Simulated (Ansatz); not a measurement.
**CHAl (singlet): from Hartree-Fock to the top rungs at distance Al1–C2 = 3.505 Å, 6-31G**

How much of the correlation energy of CHAl (singlet) does each wave-function method recover here?

Method: 6-31G, core rule «outside noble gas», up to 6 orbitals frozen; program: Ansatz 0.2.0, Gaussian basis.

Plan: UHF; CCSD(T) on RHF; CCSD(T) on UHF; BCCD(T) on RHF; CISD; CCSDT(Q) on RHF; CCSDT(Q) on UHF; CCSDTQ on RHF; CASSCF and MRCISD+Q, 2 electrons in 2 orbitals; CASSCF and NEVPT2, 2 electrons in 2 orbitals; CASSCF and MRCISD+Q, 8 electrons in 9 orbitals; CASSCF and MRCISD+Q(relaxed), 8 electrons in 9 orbitals; CASSCF and NEVPT2, 8 electrons in 9 orbitals; Full CI.

21 further runs of the same task are left out: 1 for a known fault of the program, 18 that didn't finish, 2 set aside as unsound or not needed.

### 1 What is computed

The geometry derives from a PBE0/def2-TZVP stationary point (not a proven minimum). One bond is set to the value named and the two fragments are kept rigid.

3 atoms, charge 0, spin multiplicity 1.

Atoms are counted from 1 here; the program's logs count them from 0.

Bond lengths: C2–H3 1.096 Å.

### 2 UHF

File in.yaml:

```yaml
crystal:
  periodic: [false, false, false]
  atoms:
    - {symbol: Al, position_ang: [0.000000, -0.036975, 2.605820]}
    - {symbol: C, position_ang: [0.000000, -0.337360, -0.886285]}
    - {symbol: H, position_ang: [0.000000, 0.374336, -1.719536]}
basis:
  gaussian: {orbitals: 6-31G}
magnetization: {spin_polarized: true, initial_magnetization: 0}
hamiltonian: {xc: hf}
output: {orbitals: {seedname: orbitals}}
```

Run with:

```console
$ ansatz run in.yaml --threads 1 --pin off --events-out ev --progress --plain --max-ram 2393MiB
```

The runs that follow: CCSD(T) on RHF; CCSD(T) on UHF; BCCD(T) on RHF; CISD; CCSDT(Q) on RHF; CCSDT(Q) on UHF; CCSDTQ on RHF; CASSCF and MRCISD+Q, 2 electrons in 2 orbitals; CASSCF and NEVPT2, 2 electrons in 2 orbitals; CASSCF and MRCISD+Q, 8 electrons in 9 orbitals; CASSCF and MRCISD+Q(relaxed), 8 electrons in 9 orbitals; CASSCF and NEVPT2, 8 electrons in 9 orbitals; Full CI.

**Question.** What will the summary of the whole plan be? Wanted: FCI from the RHF energy; RMP2 from FCI; RCCSD from FCI; RCCSD(T) from FCI; RCCSDT(Q) from FCI; NEVPT2 pair from FCI; T1 diagnostic; effectively unpaired electrons.

The runs gave:

```
                         quantity                                 value
          FCI from the RHF energy                            -4.5212 eV
                    RMP2 from FCI                           +1570.3 meV
                   RCCSD from FCI                            +257.9 meV
                RCCSD(T) from FCI                              -4.0 meV
               RCCSDT(Q) from FCI                             -19.4 meV
             NEVPT2 pair from FCI                            +936.6 meV
levels within 1 kcal/mol (43 meV)  RCCSD(T), RCCSDT, RCCSDT(Q), RCCSDTQ
                    T1 diagnostic                                 0.103
   effectively unpaired electrons                                  1.35
```

In words: RCCSD(T) lands -4.0 meV from the yardstick (0.1 % of the correlation energy). RCCSD(T), RCCSDT(Q) fall below full CI, which methods that aren't variational can do. The occupations show strong static correlation (1.4 unpaired electrons where one determinant has 0). Coupled cluster on one determinant still stays close here. These misses are within one basis, not against nature.

The restricted and unrestricted ladders end 0.46 eV apart at CCSDT(Q), so they describe two states, and rows of one don't measure the error of the other.
